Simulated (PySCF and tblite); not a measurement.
Results of a calculation; reference values are marked as such.
**Dynamics report: pyramidal inversion**

System: C3H5F2N, numbered as in [F:1][CH:2]([F:3])[C@@H:4]1[CH2:5][NH:6]1.

Motion: pyramidal inversion at N6. The path came from a restrained scan, a climbing-image band and a saddle search at GFN2-xTB; energies are revPBE/pcSseg-1 + D3(BJ)//PBE0-D3(BJ)/def2-SVP, thermal terms GFN2-xTB. Rates follow Eyring's equation with the number of equivalent paths and no tunnelling. (PySCF 2.14 with density fitting, tblite 0.8.)

| point | symmetry | E(GFN2) kcal/mol | E(DFT) kcal/mol | ZPE change kcal/mol | lowest mode cm⁻¹ | dipole D |
| --- | --- | --- | --- | --- | --- | --- |
| start | C1 | 0.0 | 0.0 | 0.00 | 61 | 2.49 |
| saddle | C1 | 14.1 | 15.9 | -1.39 | 922i | 2.29 |
| end | C1 | 0.5 | 1.1 | -0.04 | 54 | 1.99 |

```json
{"Electronic barrier": "15.9 kcal/mol", "Barrier with zero-point energy": "14.5 kcal/mol", "ΔH‡ (298 K)": "14.5 kcal/mol", "ΔS‡ (298 K, symmetry apart)": "-0.1 cal/(mol K)", "Paths": "1 equivalent path", "End point": "a different minimum", "Mean lifetime of the start against this motion at 298 K": "7 ms", "Cost": "2.4 min on 1 thread of Arm Neoverse V2, on a host shared with other jobs (rough), peak memory 0.58 GiB, launched as `OMP_NUM_THREADS=1 python ens_run.py task.json out`"}
```

```csv
T/K,ΔG‡ kcal/mol,k s⁻¹,ΔG kcal/mol,k back s⁻¹
250,14.5,1.1,1.0,8.3
298,14.5,142,1.0,789
350,14.5,6210,1.0,2.7×10⁴
400,14.5,9.5×10⁴,1.0,3.4×10⁵
500,14.6,4.4×10⁶,1.0,1.2×10⁷
```

ΔG and ΔG‡ leave out symmetry numbers and mirror images; rates count paths: 1 out, 1 back.
